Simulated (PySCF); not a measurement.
Molecule: `OC1CCCC1`, C5H10O.

Molfile (atoms numbered from 1):
```
C5H10O
     RDKit          3D

 16 16  0  0  0  0  0  0  0  0999 V2000
    1.2859    0.1852    1.4409 O   0  0  0  0  0  0  0  0  0  0  0  0
    1.1458   -0.0329    0.0538 C   0  0  0  0  0  0  0  0  0  0  0  0
    0.2912   -1.2794   -0.1210 C   0  0  0  0  0  0  0  0  0  0  0  0
   -1.1431   -0.8013    0.1599 C   0  0  0  0  0  0  0  0  0  0  0  0
   -1.1384    0.7219   -0.1159 C   0  0  0  0  0  0  0  0  0  0  0  0
    0.2820    1.0436   -0.6003 C   0  0  0  0  0  0  0  0  0  0  0  0
    1.6958    1.0469    1.5658 H   0  0  0  0  0  0  0  0  0  0  0  0
    2.1363   -0.1327   -0.4325 H   0  0  0  0  0  0  0  0  0  0  0  0
    0.6236   -2.0880    0.5460 H   0  0  0  0  0  0  0  0  0  0  0  0
    0.3931   -1.6371   -1.1580 H   0  0  0  0  0  0  0  0  0  0  0  0
   -1.4092   -0.9969    1.2083 H   0  0  0  0  0  0  0  0  0  0  0  0
   -1.8783   -1.3365   -0.4594 H   0  0  0  0  0  0  0  0  0  0  0  0
   -1.3544    1.2743    0.8102 H   0  0  0  0  0  0  0  0  0  0  0  0
   -1.8999    1.0238   -0.8502 H   0  0  0  0  0  0  0  0  0  0  0  0
    0.6128    2.0657   -0.3514 H   0  0  0  0  0  0  0  0  0  0  0  0
    0.3568    0.9434   -1.6962 H   0  0  0  0  0  0  0  0  0  0  0  0
  1  2  1  0
  2  3  1  0
  3  4  1  0
  4  5  1  0
  5  6  1  0
  6  2  1  0
  1  7  1  0
  2  8  1  0
  3  9  1  0
  3 10  1  0
  4 11  1  0
  4 12  1  0
  5 13  1  0
  5 14  1  0
  6 15  1  0
  6 16  1  0
M  END
```

Geometry PBE0-D3(BJ)/def2-SVP throughout; GIAO in PySCF 2.14.0 with density-fitted response routines, gas phase, one conformer, non-relativistic; equivalent atoms averaged; functional PBE0.

Problem. How do the absolute shieldings σ depend on the basis set? (a selection of nuclei; ppm; last column core-seconds on shared hosts with different chips, so compare them loosely)

Solution. 
```csv
basis set,functions,C2,C3/C6,C4/C5,H8,H11/H13,H12/H14,H10/H16,H9/H15,H7,core-s
STO-3G,40,171.1,200.8,203.5,30.66,31.12,31.40,31.41,31.48,35.01,5.9
6-31G,74,127.0,161.9,175.2,28.46,30.40,31.05,31.06,30.89,33.41,12
pcSseg-0,74,114.8,153.8,169.3,28.78,30.85,31.42,31.44,31.24,34.00,3.6
6-31G*,104,123.2,158.4,171.2,27.72,29.97,30.41,30.58,30.33,32.57,17
def2-SVP,134,122.0,158.0,172.1,27.37,29.60,29.98,30.17,29.90,32.19,22
cc-pVDZ,134,123.3,159.0,172.9,27.16,29.46,29.78,30.03,29.76,32.35,8.1
pcSseg-1,152,108.7,146.7,161.1,27.12,29.34,29.72,30.01,29.68,31.74,15
"6-311+G(2d,p)",222,111.3,149.0,163.7,27.16,29.61,29.91,30.10,29.89,32.22,48
aug-cc-pVDZ,228,122.0,158.1,172.7,27.00,29.46,29.74,29.91,29.73,31.88,17
def2-TZVP,246,109.7,148.5,163.1,27.17,29.57,29.88,30.04,29.86,32.18,58
IGLO-III,310,105.8,144.8,160.0,27.04,29.43,29.75,29.93,29.76,31.84,27
cc-pVTZ,320,111.5,149.4,163.8,26.98,29.36,29.67,29.87,29.68,31.78,32
```

Problem. Which nucleus among those listed moves most, in ppm?

Solution. C2 (sp3 CH bonded to O): from 105.8 ppm with IGLO-III to 171.1 ppm with STO-3G. The smallest spread is 1.58 ppm, at H10/H16. Proton shifts span only some 12 ppm, so a few tenths of a ppm matter as much there as several ppm in carbon.

Problem. Taking the largest basis, cc-pVTZ (320 functions), as the yardstick, rank the others by their worst heavy-atom deviation.

Solution. 6-311+G(2d,p) 0.4 ppm (222 functions), def2-TZVP 1.8 ppm (246 functions), pcSseg-1 2.7 ppm (152 functions), pcSseg-0 5.5 ppm (74 functions), IGLO-III 5.7 ppm (310 functions), aug-cc-pVDZ 10.5 ppm (228 functions), def2-SVP 10.5 ppm (134 functions), 6-31G* 11.7 ppm (104 functions), cc-pVDZ 11.8 ppm (134 functions), 6-31G 15.5 ppm (74 functions), STO-3G 59.6 ppm (40 functions).

A small basis that lands close on one nucleus may do so by chance; judge by the trend and by all nuclei.
